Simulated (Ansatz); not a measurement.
AlB₂H₅, relaxed with RKS PBE-D4/def2-SVP in Ansatz from a rough embedded geometry. The force threshold is 0.03 eV/Å; the program also tests the step.

Total charge 0; spin multiplicity 1. The bonds changed during the relaxation, so this is another structure than the one it started from.

Start:

```xyz
8

B     0.039   -0.320    1.534
B    -0.609    0.352    0.226
Al    0.361    0.104   -1.558
H     0.984   -0.940    1.496
H    -0.522   -0.189    2.634
H    -1.634    0.969    0.287
H     1.692   -0.720   -1.685
H    -0.311    0.744   -2.934
```

| step | energy (eV) | largest force (eV/Å) | largest move (Å) |
| --- | --- | --- | --- |
| 1 | -8017.0168 | 2.700 | 0.000 |
| 2 | -8017.5360 | 0.681 | 0.194 |
| 3 | -8017.7481 | 0.417 | 0.200 |
| 4 | -8017.9742 | 0.620 | 0.194 |
| 5 | -8018.2407 | 0.737 | 0.196 |
| 6 | -8018.4026 | 0.885 | 0.195 |
| 7 | -8018.5309 | 0.586 | 0.197 |
| 8 | -8018.6326 | 0.387 | 0.200 |
| 9 | -8018.6981 | 0.264 | 0.195 |
| 10 | -8018.7470 | 0.248 | 0.200 |
| 11 | -8018.7833 | 0.166 | 0.200 |
| 13 | -8018.8106 | 0.253 | 0.197 |
| 15 | -8018.8425 | 0.204 | 0.200 |
| 17 | -8018.8525 | 0.123 | 0.095 |
| 19 | -8018.8716 | 0.315 | 0.146 |
| 21 | -8018.9075 | 0.604 | 0.122 |
| 23 | -8018.9676 | 0.392 | 0.128 |
| 25 | -8018.9879 | 0.089 | 0.080 |
| 27 | -8019.0132 | 0.119 | 0.147 |
| 29 | -8019.0495 | 0.304 | 0.146 |
| 31 | -8019.0679 | 0.083 | 0.073 |
| 33 | -8019.0719 | 0.023 | 0.015 |

End:

```xyz
8

B    -0.010    0.029    1.152
B    -1.257   -0.467    0.386
Al    0.551    0.226   -0.927
H     1.132   -0.434    0.960
H    -0.074    1.072    1.782
H    -2.275   -0.781   -0.176
H     0.437   -1.091   -1.844
H     1.496    1.447   -1.334
```

Run time 32 s (2 threads of an Arm Neoverse V1 on a shared host); peak host memory 0.12 GiB.
